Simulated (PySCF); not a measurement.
# Nitrogen: a sound run and one with changed settings

Sound run: N [He] 2s2 2p3, N⁺ [He] 2s2 2p2. Computed with PySCF 2.14 in aug-cc-pVDZ (4s3p2d, 23 functions), with no relativity, point nucleus. The sound run starts from symmetry-adapted Hartree-Fock orbitals and uses a fine grid where one is needed.

A second run was set up differently.

| species | method | sound run (hartree) | changed run (hartree) | converged |
| --- | --- | --- | --- | --- |
| N | UHF | -54.39318 | -54.39318 | yes |
| N | r2SCAN | -54.57113 | -54.57100 | yes |
| N | LDA | -54.12066 | -54.12068 | yes |
| N⁺ | UHF | -53.88126 | -53.88126 | yes |
| N⁺ | r2SCAN | -54.02542 | -54.02364 | yes |
| N⁺ | LDA | -53.56872 | -53.56873 | yes |

Ionisation energy of N:

| method | sound run (eV) | changed run (eV) |
| --- | --- | --- |
| UHF | 13.930 | 13.930 |
| r2SCAN | 14.850 | 14.895 |
| LDA | 15.019 | 15.019 |

Q: What was changed?
A. basis contracted for another Hamiltonian
B. minimal basis
C. radial grid too coarse
D. all electrons correlated in a valence basis

A: C. It used radial step 0.3 in ln r (0.13 in the sound run). A coarse radial grid mis-integrates the density and the exchange-correlation energy, with errors of either sign; Hartree-Fock needs no grid.
